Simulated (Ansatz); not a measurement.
Input for Ansatz (development build ahead of 0.2.0):

```yaml
crystal:
  periodic: [false, false, false]
  atoms:
    - { symbol: C, position_ang: [0.0, 0.0, 0.0] }
    - { symbol: H, position_ang: [1.09034, 0.0, 0.0] }
    - { symbol: H, position_ang: [-0.54517, 0.94427, 0.0] }
    - { symbol: H, position_ang: [-0.54517, -0.94427, 0.0] }
basis:
  gaussian: { orbitals: cc-pVTZ }
magnetization:
  spin_polarized: true
  initial_magnetization: 1
hamiltonian:
  xc: hf
correlation:
  method: mp2
  frozen_orbitals: { C: 1, H: 0 }
```

The input is written out in the form of the current development build from the run's settings.

Output:

```json
{
  "Converged": "yes",
  "Reference energy": "-39.57684 hartree",
  "Correlation energy": "-0.15834 hartree",
  "Total energy": "-39.73518 hartree",
  "Spin squared of the determinant": "0.762"
}
```
